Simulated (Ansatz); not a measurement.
Input file:

```yaml
crystal:
  periodic: [false, false, false]
  atoms:
    - {symbol: P, position_ang: [0.000000, -0.059059, 1.943693]}
    - {symbol: P, position_ang: [0.000000, 0.156690, 0.040834]}
    - {symbol: Si, position_ang: [0.000000, -0.156639, -2.108997]}
    - {symbol: H, position_ang: [0.000000, 1.364462, -2.218417]}
basis:
  gaussian: {orbitals: cc-pVDZ}
magnetization: {spin_polarized: true, initial_magnetization: 1}
correlation: {method: ccsdt_q, electrons: outside_noble_gas}
```

```sh
$ ansatz run in.yaml --threads 1 --pin off --events-out ev --progress --plain --max-ram 2393MiB
```

Output:

```
1118 factors; integrals over basis functions are off by at most 2.0e-7 eV
mean field evaluation 1: about -26418.7056 eV, gradient 7.0e0 eV
mean field evaluation 2: about -26418.7126 eV, gradient 7.0e0 eV
mean field evaluation 4: about -26419.5499 eV, gradient 2.3e0 eV
mean field evaluation 8: about -26419.7399 eV, gradient 5.9e-1 eV
mean field evaluation 16: about -26419.8950 eV, gradient 3.2e-4 eV
mean field evaluation 32: about -26419.8950 eV, gradient 2.9e-6 eV
mean field evaluation 64: about -26419.2797 eV, gradient 2.3e0 eV
mean field evaluation 96: about -26419.8825 eV, gradient 4.4e-1 eV
mean field evaluation 128: about -26418.3965 eV, gradient 6.6e-3 eV
mean field evaluation 160: about -26418.3964 eV, gradient 1.9e-2 eV
...
mean field -26419.89495934 eV, -970.9132317078 hartree, gradient 1.8e-6 eV, S^2 1.330570; 11 other end points of the search recorded, 0 dependent functions left out
determinant -26419.89495934 eV, -970.9132317078 hartree, with singles and doubles -26428.99071042 eV, -971.2474943945 hartree
determinant -26418.39649782 eV, -970.8581642627 hartree, with singles and doubles -26427.45748166 eV, -971.1911492771 hartree
determinant -26418.33036912 eV, -970.8557340775 hartree, with singles and doubles -26427.49654118 eV, -971.1925846878 hartree
determinant -26417.89198643 eV, -970.8396238108 hartree, with singles and doubles -26426.35926863 eV, -971.1507906925 hartree
determinant -26417.58260596 eV, -970.8282542883 hartree, with singles and doubles -26426.91621954 eV, -971.1712582608 hartree
determinant -26417.56805775 eV, -970.8277196515 hartree, with singles and doubles -26426.98101471 eV, -971.1736394394 hartree
determinant -26416.95304769 eV, -970.8051184489 hartree, with singles and doubles -26425.31027136 eV, -971.1122407538 hartree
15 core orbitals not correlated: weight in the atoms' cores, before any rotation towards them, 1.000 or more for the frozen orbitals, at most 0.000 for the correlated occupied ones
reference -26419.89495934 eV, -970.9132317078 hartree; 8, 7 occupied and 36, 37 virtual orbitals, 1118 factors
second order -7.58937061 eV of doubles, -0.00000000 eV of singles
...
cycle  18  -9.72096940 eV  change    2.2e-5 eV  update   1.8e-5
cycle  19  -9.72095339 eV  change    1.6e-5 eV  update   1.1e-5
cycle  20  -9.72095700 eV  change   -3.6e-6 eV  update   7.2e-6
cycle  21  -9.72096093 eV  change   -3.9e-6 eV  update   4.7e-6
cycle  22  -9.72096280 eV  change   -1.9e-6 eV  update   3.0e-6
cycle  23  -9.72096582 eV  change   -3.0e-6 eV  update   2.0e-6
cycle  24  -9.72096667 eV  change   -8.5e-7 eV  update   1.3e-6
cycle  25  -9.72096786 eV  change   -1.2e-6 eV  update   8.3e-7
cycle  26  -9.72096894 eV  change   -1.1e-6 eV  update   4.9e-7
cycle  27  -9.72096960 eV  change   -6.7e-7 eV  update   3.1e-7
perturbative correction -0.06783460 eV, -0.0024928757 hartree
Total energy: -26429.68376355 eV, -971.2729636273 hartree
```

The determinant's ⟨S²⟩ is 1.33 against 0.75 for a pure state. The T1 diagnostic is 0.076.

Ran on 1 thread of Arm Neoverse V1, shared host: 1.9 min wall, 0.77 GiB peak host memory.
